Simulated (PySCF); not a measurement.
# Stretching AlO⁺

Set-up: PySCF, no relativity, basis sets Al def2-TZVP, O def2-TZVP. Energies in eV from Al⁺ + O in their ground configurations at the same level. State: ³Π (triplet), unpaired electrons σ ↑, π ↑.

All columns are PBE0. A positive dipole points towards O; it is taken about the centre of mass and depends on that origin.

```tsv
R (Å)	E (eV)	μ (D)	Mulliken charge on Al (basis-dependent)	HOMO (eV)	LUMO (eV)	Mayer bond order	⟨S²⟩
1.497	-0.426	-3.93	1.01	-15.12	-12.72	1.51	2.00
1.567	-0.996	-4.13	1.02	-15.18	-12.34	1.48	2.00
1.637	-1.297	-4.32	1.03	-15.24	-11.99	1.43	2.00
1.689	-1.398	-4.44	1.04	-15.27	-11.74	1.40	2.01
1.741	-1.420	-4.55	1.05	-15.31	-11.52	1.36	2.01
1.793	-1.386	-4.65	1.06	-15.34	-11.54	1.32	2.01
1.863	-1.282	-4.73	1.07	-15.37	-11.57	1.26	2.01
1.950	-1.099	-4.77	1.07	-15.41	-11.58	1.16	2.02
2.054	-0.859	-4.72	1.07	-15.29	-11.54	1.02	2.03
2.194	-0.575	-4.56	1.04	-15.19	-11.39	0.80	2.03
```

A fit through these points gives, at Re = 1.733 Å, μ = -4.54 D and dμ/dR = -2.01 D/Å; the reduced mass is 10.04 u.

**Question.** How strong is the fundamental in the double-harmonic approximation, I = 42.26·(dμ/dR)²/μred km/mol?

**Answer.** I = 42.26·(-2.01)²/10.04 = 17.0 km/mol at PBE0.

For an ion De counts to the pair picked by the measured ionisation energies or electron affinities, which need not be the lowest pair at this level. The state was picked by a PBE0 search and need not be the measured ground state.
